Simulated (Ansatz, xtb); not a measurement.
**Relative energy of two structures of CHFSi**

Structure X: `FC=[Si]`, a singlet. Structure Y: a triplet given by its coordinates. Both are isolated molecules in the gas phase, relaxed with B3LYP-D4/def2-TZVP.

X (Å):

```yaml
atoms:
  - { symbol: C, position_ang: [0.3912, -0.2599, 0.1990] }
  - { symbol: F, position_ang: [0.1708, 0.0400, 1.5014] }
  - { symbol: Si, position_ang: [1.0751, 0.6640, -1.1061] }
  - { symbol: H, position_ang: [0.0653, -1.2803, -0.0349] }
```

Y (Å):

```xyz
4

C     0.3734   -0.3258    0.1720
F     0.1863    0.0532    1.4478
Si    1.1248    0.7884   -1.1164
H     0.0178   -1.3521    0.0560
```

Close contacts (Å): C1–F2 1.34, C1–Si3 1.86, C1–H4 1.09.

Question: Estimate which is lower in electronic energy at CCSD(T)/def2-TZVPP, and by roughly how much.

Answer: The CCSD(T)/def2-TZVPP calculation puts structure X lower, by 0.937 eV.

Level by level:

```tsv
level	geometry	E(Y) − E(X) (eV)	departure from the last row (eV)	job, with rough time for the two
B3LYP-D4/def2-TZVP	B3LYP-D4/def2-TZVP	+0.800	−0.137	optimisation, 77 s
HF/def2-TZVPP	B3LYP-D4/def2-TZVP	−0.062	−0.999	part of the CCSD(T) run
MP2/def2-TZVPP	B3LYP-D4/def2-TZVP	+1.026	+0.088	part of the CCSD(T) run
CCSD(T)/def2-TZVPP	B3LYP-D4/def2-TZVP	+0.937		single point, 71 s
```

HF/def2-TZVPP puts the two in the other order. The largest departure from CCSD(T)/def2-TZVPP is that of HF/def2-TZVPP, 0.999 eV. Levels run at GFN2-xTB geometries aren't shown.

With harmonic frequencies from B3LYP-D4/def2-TZVP (ideal gas, rigid rotor, one conformer each, 298.15 K, 1 atm): on the last row, ΔE + ΔZPE = +0.937, ΔH = +0.934, ΔG = +0.911 eV.

Open shells are spin-unrestricted. The correlated steps freeze 7 core orbitals. ΔG holds the spin degeneracy. Codes used: Ansatz 0.2.0; the last row on 1 thread of Intel(R) Xeon(R) Processor @ 2.50GHz (Skylake/Cascade Lake) on a shared host.
